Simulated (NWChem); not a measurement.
A series in which one site is exchanged, each optimised at PBE0/def2-SVP with NWChem, gas phase unless a solvent is named. def2 effective core potentials on I; no spin-orbit coupling.

A: F (HF; site = F)
B: Cl (HCl; site = Cl)
C: I (HI; site = I)

Q: Rank them by vertical ionisation energy, ΔSCF, PBE/def2-SVP (eV), lowest first.

A: C (10.51), B (12.55), A (15.85)
